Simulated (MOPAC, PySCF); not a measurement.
Breaking a bond: Na2, singlet.

Levels of theory: AM1, restricted, heats of formation (MOPAC); UKS-B3LYP/3-21G = PySCF with unrestricted B3LYP/3-21G; PM3, restricted, heats of formation (MOPAC); UCCSD(T) = CCSD(T) on UHF/cc-pVTZ, 2 core orbitals frozen run with PySCF.

Energies relative to the lowest point of each curve near equilibrium, in eV; the last columns give the difference from UCCSD(T):

```tsv
R / Å	AM1	UKS-B3LYP/3-21G	PM3	UCCSD(T)	AM1 − UCCSD(T)	UKS-B3LYP/3-21G − UCCSD(T)	PM3 − UCCSD(T)
2.49	0.380	0.220	0.151	0.301	0.079	-0.081	-0.150
2.66	0.152	0.105	0.440	0.156	-0.004	-0.051	0.284
2.77	0.066	0.054	0.631	0.079	-0.014	-0.025	0.552
2.90	0.012	0.016	0.187	0.023	-0.011	-0.007	0.164
2.99	0.000	0.003	0.114	0.005	-0.005	-0.001	0.109
3.10	0.007	0.000	0.048	0.000	0.007	0.000	0.048
3.16	0.020	0.004	0.024	0.004	0.016	0.000	0.020
3.26	0.051	0.017	0.000	0.019	0.033	-0.002	-0.019
3.43	0.130	0.057	0.007	0.060	0.070	-0.003	-0.053
3.56	0.205	0.099	0.050	0.101	0.104	-0.002	-0.051
3.84	0.393	0.212	0.236	0.205	0.188	0.007	0.031
4.17	0.630	0.363	0.578	0.334	0.296	0.029	0.244
4.65	0.961	0.558	1.203	0.504	0.457	0.054	0.699
5.06	1.209	0.664	1.763	0.617	0.593	0.047	1.146
5.63	1.495	0.745	2.476	0.716	0.779	0.029	1.759
6.20	1.718	0.783	3.054	0.761	0.956	0.022	2.292
6.83	1.904	0.804	3.526	0.782	1.122	0.022	2.744
7.55	2.061	0.815	3.890	0.793	1.268	0.022	3.097
8.38	2.190	0.822	4.148	0.798	1.392	0.025	3.350
9.35	2.297	0.828	4.322	0.800	1.497	0.028	3.522
```

AM1 is furthest from UCCSD(T) at 9.35 (1.497 eV, above); its mean absolute difference over the points is 0.445 eV.

UKS-B3LYP/3-21G is furthest from UCCSD(T) at 2.49 (-0.081 eV, below); its mean absolute difference over the points is 0.023 eV.

PM3 is furthest from UCCSD(T) at 9.35 (3.522 eV, above); its mean absolute difference over the points is 1.017 eV.

The restricted form behind AM1, PM3 keeps the bonding electrons paired and can't separate into open-shell fragments. The unrestricted determinant behind UKS-B3LYP/3-21G is spin-contaminated at 4.65 to 9.35 Å (<S²> up to 1.0, against 0.00 for a pure singlet). The unrestricted determinant behind UCCSD(T) is spin-contaminated at 2.49 to 9.35 Å (<S²> up to 1.0, against 0.00 for a pure singlet).
